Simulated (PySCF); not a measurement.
Working out the ionisation energy of B

B [He] 2s2 2p1 (2P) → B⁺ [He] 2s2 (1S). Computed with PySCF 2.14 in x2c-TZVPPall with one added diffuse shell each of s, p, d type (6s4p3d1f, 40 functions), with scalar relativity by spin-free X2C-1e. Frozen: nothing. Energies in hartree (1 hartree = 27.21139 eV):

```json
{"part": "UHF", "B (lower)": "-24.539118", "B⁺ (upper)": "-24.243659"}
{"part": "MP2 opposite-spin", "B (lower)": "-0.054996", "B⁺ (upper)": "-0.049973"}
{"part": "MP2 same-spin", "B (lower)": "-0.003663", "B⁺ (upper)": "-0.000277"}
```

What does Hartree-Fock give?

(-24.243659) − (-24.539118) = 0.295459 hartree = 8.040 eV.

What do MP2 and SCS-MP2 (6/5 opposite-spin, 1/3 same-spin) give?

The opposite-spin parts differ by 0.137 eV and the same-spin parts by 0.092 eV. MP2: 8.040 + (0.137) + (0.092) = 8.269 eV. SCS-MP2: 8.040 + 1.2 × (0.137) + (0.092)/3 = 8.235 eV.

Measured between the centres of the two terms (NIST): 8.297 eV, so MP2 (valence and next inner shell) is off by -0.028 eV.

What remains against the reference includes basis incompleteness and correlation beyond second order.
